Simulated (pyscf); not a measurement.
Elementary routes open to `[Cl][GaH2]` in the gas phase (singlet surface):
A. `[ClH]` + `[GaH]` [singlet] (Cl–Ga, Ga–H broken; Cl–H formed)
B. `[Cl][Ga]` [singlet] + `[H][H]` (Ga–H, Ga–H broken; H–H formed)

Single points on ωB97X-D3(BJ)/def2-SVP structures (PySCF, gas phase).

Task: Rank the routes by free-energy barrier at 900 K, lowest first, for ωB97M-D3(BJ)/def2-TZVP energies (ideal gas, 1 atm, RRHO with modes under 100 cm⁻¹ raised to 100, one conformer, R ln 2 for chiral ones without a mode under 150 cm⁻¹).

Result: A (226.5 kJ/mol), B (297.2 kJ/mol)

Route A is the fastest of these, ahead of the next by 70.7 kJ/mol. The most stable products are those of B (ΔG = -100.3 kJ/mol), whose barrier is 70.7 kJ/mol higher: the kinetic and the thermodynamic product differ. At 298 K A is still the fastest. A: On the product side the descent ends in a complex, 22.6 kJ/mol under the separated species and 62.9 kJ/mol under the saddle at ωB97X-D3(BJ)/def2-TZVP. Only these routes are compared; each barrier is that of the saddle found, and lower ones may exist. Elements up to Kr have no core potential and no relativistic terms here.
